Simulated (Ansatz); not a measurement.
**PH, AsH: energies of electron attachment (anion less neutral, vertical)**

Ansatz 0.2.0, basis aug-cc-pVDZ; geometries are PBE0/def2-TZVP minima. Wave-function levels freeze the cores with the filled d shells of p-block atoms; HF, MP2 and coupled cluster are restricted for singlets and unrestricted otherwise, restricted open-shell where a d shell is frozen. NEVPT2 and MRCISD+Q stand on CASSCF in the full valence space. The reference is CCSDT(Q) (coupled cluster only where its series has nearly closed). An error is the level's value less the reference. None of these values is a measured one. Energies are electronic, without zero-point terms. No spin–orbit coupling and no scalar relativity. The set is small: such energies can lie up to about 0.3 eV from the limit, spin gaps mostly less, so near ties and functionals' places can change in larger sets. The species are chosen: bound, without strong static correlation by their natural occupations or amplitudes, in their lowest spin state as far as vertical gaps and like structures tell, with only the lowest ion state computed, without the heavier p-block dimers whose ³Σ⁻ and ³Π states nearly coincide, and with a ladder that closes on the reference, so errors are smaller than for species at large; levels whose determinant breaks symmetry or spin markedly are left out.

| species | bonds (Å) | quantity | symmetry of the states | reference | value (eV) | error CCSD | error CCSD(T) | error CCSDT | error NEVPT2 | error MRCISD+Q |
| --- | --- | --- | --- | --- | --- | --- | --- | --- | --- | --- |
| PH, triplet | P–H 1.428 | anion (doublet) less neutral, vertical | Σ⁻ or Δ / Π | CCSDT(Q) | -0.721 | 0.071 | 0.012 | 0.005 | 0.345 | 0.041 |
| AsH, triplet | As–H 1.531 | anion (doublet) less neutral, vertical | Σ⁻ or Δ / Π | CCSDT(Q) | -0.750 | 0.061 | 0.010 | 0.004 | 0.318 | 0.030 |

P and As lie within 0.05 eV, too close for this set-up to order.
